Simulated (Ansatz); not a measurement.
A calculation with Ansatz (development build ahead of 0.2.0).

```yaml
crystal:
  periodic: [false, false, false]
  atoms:
    - { symbol: H, position_ang: [0.0, 0.0, -0.89444] }
    - { symbol: F, position_ang: [0.0, 0.0, 0.09938] }
basis:
  gaussian: { orbitals: def2-TZVP }
hamiltonian:
  xc: hf
correlation:
  method: mp2
  frozen_orbitals: { F: 1, H: 0 }
```

The input is written out in the form of the current development build from the run's settings.

The run gave:

* Converged: yes
* Reference energy: -100.05451 hartree
* Correlation energy: -0.27100 hartree
* Total energy: -100.32551 hartree
* Spin squared of the determinant: 0.000
